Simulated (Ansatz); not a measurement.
# AlH5N2: molecular dynamics

Purpose: to follow the molecule's vibrations and see whether its bonds hold. The start is relaxed first. Runs: 500 steps of 0.5 fs at constant energy, with velocities drawn for 500 K.

All numbers below are computed with Ansatz 0.2.0 (RKS PBE-D4/def2-SVP).

**1. The starting structure**

Bond lengths: Al1–N2 1.920 Å, N2–H3 1.060 Å, N2–H4 1.060 Å, Al1–H5 1.560 Å, Al1–N6 1.920 Å, N6–H7 1.060 Å, N6–H8 1.060 Å. Angles: Al1–N2–H3 120.0°, Al1–N2–H4 120.0°, H3–N2–H4 120.0°, N2–Al1–H5 120.0°, N2–Al1–N6 120.0°, H5–Al1–N6 120.0°, Al1–N6–H7 120.0°, Al1–N6–H8 120.0°, H7–N6–H8 120.0°.

Coordinates:

```xyz
8

Al    0.0000    0.0000    0.0000
N     0.0000    0.0000    1.9200
H    -0.8770   -0.2713    2.4500
H     0.8770    0.2713    2.4500
H     1.3510    0.0000   -0.7800
N    -1.6627    0.0000   -0.9600
H    -2.3316   -0.8164   -0.8614
H    -1.9118    0.8164   -1.5886
```

**2. Preparing the start**

input.yaml

```yaml
crystal:
  periodic: [false, false, false]
  atoms:
    - { symbol: Al, position_ang: [0.0, 0.0, 0.0] }
    - { symbol: "N", position_ang: [0.0, 0.0, 1.92] }
    - { symbol: H, position_ang: [-0.877, -0.2713, 2.45] }
    - { symbol: H, position_ang: [0.877, 0.2713, 2.45] }
    - { symbol: H, position_ang: [1.351, 0.0, -0.78] }
    - { symbol: "N", position_ang: [-1.6627, 0.0, -0.96] }
    - { symbol: H, position_ang: [-2.3316, -0.8164, -0.8614] }
    - { symbol: H, position_ang: [-1.9118, 0.8164, -1.5886] }
basis:
  gaussian: { orbitals: def2-SVP }
hamiltonian:
  xc: pbe
  dispersion: d4
relax:
  f_tol: 0.02
  max_steps: 40
output:
  orbitals: {}
```

The run is started by

```bash
$ ansatz run input.yaml --threads 1 --pin off --max-ram 2048MiB --backend cpu --events-out ev --progress --plain --runs-dir out
```

The runs that follow: Dynamics.

**Question.** What will these runs give? Wanted: relaxation of the start; temperature, first and last step; temperature, second half; potential energy, second half; largest change of the total energy; bonds formed or broken.

As calculated:

| quantity | value |
| --- | --- |
| relaxation of the start | 8 moves, 0.820 eV lower |
| length | 500 steps of 0.5 fs |
| temperature, first and last step | 500 and 195 K |
| temperature, second half | mean 248 K, from 134 to 385 K |
| potential energy, second half | +24 meV/atom from the start |
| largest change of the total energy | 0.05 meV/atom |
| bonds formed or broken | 0 |

In words: The temperature starts at 500 K and averages 248 K in the second half, where it ranges from 134 to 385 K. About half is expected from a start at a minimum: kinetic energy passes into potential energy until both shares match. The total energy strays from its start by at most 0.05 meV/atom, 0.2 % of the mean kinetic energy, which is good for a step of 0.5 fs. No bond forms or breaks. Averages from a run of 250 fs with 8 atoms are rough. The nuclei move classically, without zero-point motion, which matters most for hydrogen.
